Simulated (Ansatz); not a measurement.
**Down a group: atomization energies of HC–AsH, HSi–AsH**

Ansatz 0.2.0, basis cc-pVDZ; geometries are PBE0/def2-TZVP minima. Wave-function levels freeze the cores with the filled d shells of p-block atoms; HF, MP2 and coupled cluster are restricted for singlets and unrestricted otherwise, atoms included (their steps beyond CCSDT(Q) come from restricted open-shell runs), restricted open-shell where a d shell is frozen. NEVPT2 and MRCISD+Q stand on CASSCF in the full valence space, and MRCISD+Q is size-consistent only roughly. The reference is CCSDT(Q) or CCSDTQ (coupled cluster only where its series has nearly closed). An error is the level's value less the reference. None of these values is a measured one. Energies are electronic, without zero-point terms. No spin–orbit coupling and no scalar relativity. The set is small: it underbinds, by tens of kJ/mol for each bond, so near ties and functionals' places can change in larger sets. The species are chosen: bound, without strong static correlation by their natural occupations or amplitudes, in their lowest spin state as far as vertical gaps and like structures tell, and with a ladder that closes on the reference, so errors are smaller than for species at large; levels whose determinant breaks symmetry or spin markedly are left out.

```
         species                                                                 bonds (Å)     quantity  symmetry of the states  reference  value (kcal/mol)  error CCSD  error CCSD(T)  error CCSDT  error NEVPT2  error MRCISD+Q
 HC–AsH, doublet     C–As 1.745, C–H 1.083, As–H 1.535, angles at As 96°, angles at C 139°  atomization                      A'     CCSDTQ             227.6        -6.8           -1.0         -0.5          -3.7            -2.2
HSi–AsH, doublet  Si–As 2.172, Si–H 1.503, As–H 1.524, angles at As 93°, angles at Si 117°  atomization                      A'   CCSDT(Q)             178.4        -6.4           -1.0         -0.4          -4.2            -2.6
```

The reference falls from C to Si, by 49.2 kcal/mol in all.
